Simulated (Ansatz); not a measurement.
One starting cell of V (a randomly generated symmetric cell of V (space group No. 139)) was relaxed twice with Ansatz (plane waves, PAW, scalar-relativistic): with r2SCAN at 500 eV and with PBE at 420 eV. The r2SCAN result:

```cif
data_V2
_chemical_formula_sum 'V2'
_space_group_name_H-M_alt 'Im-3m'
_space_group_IT_number 229
_space_group_name_Hall '-I 4 2 3'
_cell_length_a 2.98470
_cell_length_b 2.98470
_cell_length_c 2.98470
_cell_angle_alpha 90.000
_cell_angle_beta 90.000
_cell_angle_gamma 90.000
loop_
_atom_site_label
_atom_site_type_symbol
_atom_site_symmetry_multiplicity
_atom_site_Wyckoff_symbol
_atom_site_fract_x
_atom_site_fract_y
_atom_site_fract_z
_atom_site_occupancy
V1 V 2 a 0.00000 0.00000 0.00000 1
```
(The calculation used a cell of 1 atom; values per cell refer to that cell.)

| quantity | r2SCAN | PBE |
|---|---|---|
| space group | Im-3m | Im-3m |
| volume (Å³/atom) | 13.29 | 13.46 |
| a (Å) | 2.985 | 2.997 |
| gap (eV, no spin-orbit coupling) | 0.00 | 0.00 |

Both levels end in the same structure; PBE's volume is 1.3 % larger. Neither column is exact.

No spin polarisation in the result.

Measured for V: a 3.021 Å (static lattice; corrected from measurement; as listed in Daniel Mejia-Rodriguez, S. B. Trickey, Phys. Rev. B (2018)). Computed minus measured — a: r2SCAN -1.2 %, PBE -0.8 %. The computed values are for a static lattice.

The run could not lose the symmetry of its start.

Ansatz is a quantum-chemistry and plane-wave program.
